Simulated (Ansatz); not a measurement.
A made-up structure of BSiH$_{6}$S (charge +1), closed shell:

Si1  (-0.695, 1.144, -0.711)
B2  (0.420, -1.267, 1.388)
S3  (0.007, -0.714, -0.361)
H4  (-1.909, 1.009, -1.546)
H5  (0.436, 1.767, -1.449)
H6  (-0.942, 1.832, 0.579)
H7  (0.185, -1.748, -1.226)
H8  (0.881, -0.332, 1.874)
H9  (1.389, -1.877, 1.278)
(Å)

It is relaxed with PBE-D4/def2-SVP and then PBE0-D4/def2-TZVP (Ansatz 0.2.0). Atoms count as bonded within 1.22 times the sum of their covalent radii (H–H: 0.88 Å). The end point is not checked to be a true minimum.

Q: Does its bonding change? (A judgement: the text doesn't fix the answer.)

A: The calculation gives: No: no bond forms or breaks.

Where it ends: The first stage lowers the energy by 2.36 eV in 14 steps. It ends as BSiH₆S ([BH2][SH][SiH3]), total charge +1:
```xyz
9
angstrom
Si -0.6981 1.1887 -0.7287
B 0.8524 -1.0419 1.1452
S -0.5636 -0.9767 -0.0369
H -1.6644 1.0555 -1.8324
H 0.6741 1.5569 -1.1179
H -1.1986 1.7960 0.5163
H -0.0834 -1.6316 -1.1143
H 0.7982 -0.2397 2.0146
H 1.6559 -1.8931 0.9798
```

Labels in which every atom is bracketed show which atoms are joined, not bond orders.

For scale, one of the runs: PBE0-D4/def2-TZVP relaxation, 141 basis functions, launched by `ansatz run in.yaml --threads 2 --pin off --events-out ev --progress --plain --max-ram 4352MiB`. Hardware: 2 CPU threads of an Arm Neoverse V1, shared host. Wall time about 42 s.
